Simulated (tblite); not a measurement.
C4H7S (doublet state).
SMILES with atom numbers: `[CH3:1][S:2][C:3]1[CH2:4][CH2:5]1` (hydrogens: H6, H7, H8 on C1; H9, H10 on C4; H11, H12 on C5)

Structure optimised with GFN2-xTB, isolated species. This method treats the open shell by occupation alone, without spin polarisation.

Question: List the bond lengths, angles and torsions at this level.

Answer: 
```
                  bond  length (Å)
                 C1–S2       1.822
                 S2–C3       1.711
          C3–C4, C3–C5       1.474
                 C4–C5       1.515
   C1–H6, C1–H7, C1–H8       1.085
C4–H9 and 3 like bonds       1.083
```

Bonds in one row agree within 0.01 Å and their mean is given. A selection of angles:
```
    angle  degrees
 S2–C1–H6    109.0
 S2–C1–H8    107.3
 H6–C1–H7    110.4
 C1–S2–C3     98.8
 S2–C3–C4    129.8
 C4–C3–C5     61.8
 C3–C4–C5     58.9
 C3–C4–H9    119.7
C3–C4–H10    118.1
 C5–C4–H9    119.0
C5–C4–H10    117.8
H9–C4–H10    113.2
```

Dihedral angles: C1–S2–C3–C4 -66° (synclinal); S2–C3–C4–C5 -119° (anticlinal); S2–C3–C5–C4 120° (anticlinal). The mirror-image conformer, all signs reversed, is as good.

S2 (sulfur bonded to 2 C) is bent (angle 98.8°). The 2 C–S bonds span 1.711 Å (S2–C3, drawn single) to 1.822 Å (C1–S2, drawn single), a spread of 0.111 Å. C3 (carbon bonded to 2 C and S) is pyramidal (angles 129.8°, 129.0° and 61.8°, sum 320.7°, 0.52 Å off the plane of its three neighbours). The 3-membered ring C3–C4–C5 has internal angles of 58.9° to 61.8°. Of the pairs four or more bonds apart, C4···H7 is among the closest relative to their van der Waals radii: 3.03 Å, 104 % of the sum of Bondi's values. The 3 C–C bonds span 1.471 Å (C3–C5, drawn single) to 1.515 Å (C4–C5, drawn single), a spread of 0.044 Å.

Point group: C1 (no symmetry element, even within 0.4 Å). Its GFN2-xTB frequencies are all real (lowest 79 cm⁻¹). 2 starts were optimised and ended at 0.00 and 0.03 kcal/mol (GFN2-xTB); the lowest of these is shown.

These are computed values.
